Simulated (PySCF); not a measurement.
Problem. Write Cartesian coordinates for isobutyl mercaptan, `C(C)(C)CS` as optimised with PBE0-D3(BJ)/def2-TZVP.

Solution. 
```
atom  x, y, z in Å
C1     1.150   -0.896    0.242
C2     0.034    0.128    0.360
C3     0.594    1.541    0.457
C4    -0.940    0.048   -0.810
S5    -1.859   -1.507   -0.957
H6     1.808   -0.858    1.113
H7     1.760   -0.698   -0.645
H8     0.750   -1.908    0.157
H9    -0.532   -0.080    1.276
H10    1.270    1.636    1.310
H11   -0.201    2.282    0.574
H12    1.160    1.797   -0.444
H13   -0.396    0.133   -1.756
H14   -1.652    0.875   -0.778
H15   -2.540   -1.394    0.194
```

Orientation and origin are arbitrary. Atoms count from 1 in this order. S5 (thiol sulfur) is bent (angle 96.6°). Of the pairs four or more bonds apart, S5···H8 is among the closest relative to their van der Waals radii: 2.87 Å, 96 % of the sum of Bondi's values.

Bonds between heavy atoms (Å): C1–C2 1.519, C2–C3 1.523, C2–C4 1.524, C4–S5 1.812.

The calculation used PySCF 2.14.0, PBE0-D3(BJ)/def2-TZVP geometry optimisation, gas phase.

Point group: C1 (no symmetry element, even within 0.4 Å). Stationary, but not proved a minimum. The numbers are those of one conformer (C1–C2–C4–S5 63°, C2–C4–S5–H 64°).
